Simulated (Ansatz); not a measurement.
Reading a saddle point

A first-order saddle point of C$_{2}$H$_{3}$F, singlet, PBE0-D4/def2-TZVP, with one imaginary mode of 1284i cm⁻¹:

```
6
angstrom
H 0.0485 -1.0488 0.0715
C 0.3683 0.2376 0.2963
C -0.1917 -0.2211 -0.8826
F -1.4956 0.1205 -0.9510
H 1.4288 0.0551 0.4378
H -0.1583 0.8566 1.0281
```

Program: Ansatz 0.2.0. Basis: def2-TZVPP and def2-QZVPP. Cores are frozen in the correlated methods. Extrapolation: Hartree–Fock as exp(−7.88 √X), correlation as X^−2.97.

Q: Which contacts change along the imaginary mode, and what lies on either side? (A judgement: the text doesn't fix the answer.)

A: The calculation gives: The step is C₂H₃F ([CH3][C][F]) → C₂H₃F (C=CF). Shortening one way: H1–C3; lengthening the same way: H1–C2.
```tsv
pair	one side (Å)	saddle (Å)	other side (Å)
H1–C3	2.04	1.29	1.08
H1–C2	1.10	1.34	2.14
```

Q: Which side is lower, and how far does the saddle lie above each? (To be estimated.)

A: The calculation gives: The side with H1–C3 short is lower by 53.21 kcal/mol; the saddle lies 70.74 kcal/mol above it and 17.53 kcal/mol above the other (CCSD(T) at an estimated basis limit (MP2 extrapolated from triple and quadruple zeta, plus CCSD(T) − MP2 in triple zeta); electronic energies).

The T1 diagnostic stays at or below 0.018. The restricted Hartree–Fock reference is unstable towards an unrestricted one at one or more of these structures.

Labels in which every atom is bracketed show which atoms are joined, not bond orders.

For scale, one of the runs: CCSD(T)/def2-TZVPP, 135 basis functions, launched by `ansatz run in.yaml --threads 2 --pin off --events-out ev --progress --plain --max-ram 4352MiB`. The run took 11 s on 2 CPU threads of an Arm Neoverse V1 (shared host), with 0.73 GiB of host memory at its peak.
